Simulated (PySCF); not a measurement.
**How methods differ on the ionisation energy of He**

He 1s2 (1S) → He+ 1s1 (2S), as a difference of total energies. Calculation: PySCF 2.14, in aug-cc-pVQZ (5s4p3d2f, 46 functions); the non-relativistic Hamiltonian (point nucleus). Correlated levels: valence: nothing frozen. The calculations carry no spin-orbit coupling.

| method | ionisation energy (eV) | error (eV) |
| --- | --- | --- |
| UHF | 23.448 | -1.139 |
| LDA | 24.304 | -0.283 |
| PBE | 24.468 | -0.119 |
| PBE0 | 24.448 | -0.139 |
| r2SCAN | 24.622 | +0.035 |
| r2SCAN0 | 24.584 | -0.003 |
| M06 | 24.777 | +0.190 |
| B3LYP | 24.941 | +0.354 |
| MP2 (valence) | 24.420 | -0.167 |
| SCS-MP2 (valence) | 24.615 | +0.028 |

Reference: 24.587 eV (measured; NIST Atomic Spectra Database, ionization energies).

Errors of the correlated levels include the incompleteness of this basis.
